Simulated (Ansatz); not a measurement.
A made-up structure of CH₅SSi (charge +1), closed shell:

C1  (-0.587, 0.837, -0.404)
S2  (-0.779, -0.045, 1.033)
Si3  (0.685, -1.037, 0.553)
H4  (-1.549, 0.568, -0.865)
H5  (0.242, 0.650, -1.182)
H6  (-0.401, 1.818, 0.057)
H7  (1.609, -0.941, -0.736)
H8  (0.780, -1.851, 1.545)
(Å)

It is relaxed with PBE-D4/def2-SVP and then PBE0-D4/def2-TZVP (Ansatz 0.2.0). Atoms count as bonded within 1.22 times the sum of their covalent radii (H–H: 0.88 Å). The end point is not checked to be a true minimum.

Task: Does its bonding change? (A judgement: the text doesn't fix the answer.)

Result: Computed: No: no bond forms or breaks.

Where it ends: The first stage lowers the energy by 2.69 eV in 6 steps. It ends as CH₅SSi ([CH3][S][SiH2]), total charge +1:
C1  (-0.717, 1.033, -0.508)
S2  (-0.716, -0.049, 0.960)
Si3  (0.850, -1.280, 0.678)
H4  (-1.684, 0.896, -0.991)
H5  (0.091, 0.796, -1.196)
H6  (-0.620, 2.053, -0.139)
H7  (1.692, -1.167, -0.527)
H8  (1.104, -2.282, 1.723)
(Å)

Labels in which every atom is bracketed show which atoms are joined, not bond orders.

For scale, one of the runs: PBE0-D4/def2-TZVP relaxation, 135 basis functions, launched by `ansatz run in.yaml --threads 2 --pin off --events-out ev --progress --plain --max-ram 4352MiB`. Hardware: 2 CPU threads of an Arm Neoverse V1, shared host. Wall time about 15 s.
